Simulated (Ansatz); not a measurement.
**Worked example: HSi–GeH3⁺, doublet against HSi–GeH3, singlet**

Geometry (PBE0/def2-TZVP stationary point of a singlet), kept for both states (HSi–GeH3, singlet: A; HSi–GeH3⁺, doublet: A):

```yaml
atoms:
  - { symbol: Si, position_ang: [-0.0007, -0.0931, 1.7691] }
  - { symbol: Ge, position_ang: [-0.0001, 0.0132, -0.6582] }
  - { symbol: H, position_ang: [0.0020, 1.4326, 1.8041] }
  - { symbol: H, position_ang: [-0.0315, -1.3611, -1.3540] }
  - { symbol: H, position_ang: [1.2699, 0.7478, -1.1427] }
  - { symbol: H, position_ang: [-1.2124, 0.8215, -1.1701] }
```

Basis cc-pVDZ; Ansatz 0.2.0. Only valence electrons are correlated (noble-gas cores and the filled d shells of p-block atoms frozen). R marks a restricted (for open shells ROHF) determinant, U an unrestricted one. No spin–orbit coupling is included, and no scalar relativity.

Full CI isn't at hand for all of this; UCCSDT(Q) serves as the reference, and is uncertain by about the last step of the cluster series.

Unrestricted rows (U, and Kohn–Sham where it breaks symmetry) aren't spin-pure: their determinants' ⟨S²⟩ exceeds S(S+1) by up to 0.45, so they mix in states of higher spin.

```tsv
level	E(HSi–GeH3, singlet) (hartree)	E(HSi–GeH3⁺, doublet) (hartree)
UHF	-2366.526088	-2366.234187
UMP2	-2366.699153	-2366.390898
UCCSD(T)	-2366.757346	-2366.440794
PBE	-2368.311774	-2367.995260
PBE0	-2368.399607	-2368.080369
UCCSDT(Q)	-2366.759204	-2366.442349
```

Task: Give the vertical gap, HSi–GeH3⁺ doublet less HSi–GeH3 singlet, at each level in eV (1 hartree = 27.2114 eV), and each error against UCCSDT(Q).

Result: UCCSDT(Q): (-2366.442349 − (-2366.759204)) × 27.2114 = 8.622 eV (the reference)
PBE0: (-2368.080369 − (-2368.399607)) × 27.2114 = 8.687 eV, error 0.065 eV
PBE: (-2367.995260 − (-2368.311774)) × 27.2114 = 8.613 eV, error -0.009 eV
UCCSD(T): (-2366.440794 − (-2366.757346)) × 27.2114 = 8.614 eV, error -0.008 eV
UMP2: (-2366.390898 − (-2366.699153)) × 27.2114 = 8.388 eV, error -0.234 eV
UHF: (-2366.234187 − (-2366.526088)) × 27.2114 = 7.943 eV, error -0.679 eV

Total energies of functionals can't be set beside those of wave-function methods, since they hold the core's correlation and their own absolute errors; only the differences compare.

In so small a basis the reference is far from its limit while semilocal and hybrid functionals are nearer theirs, so the functionals' errors here hold much of the reference's basis and frozen-core error, which can add to them or hide them.

Each level lands on the state that its own search finds. T1 diagnostics of restricted CCSD: 0.014 and 0.031.
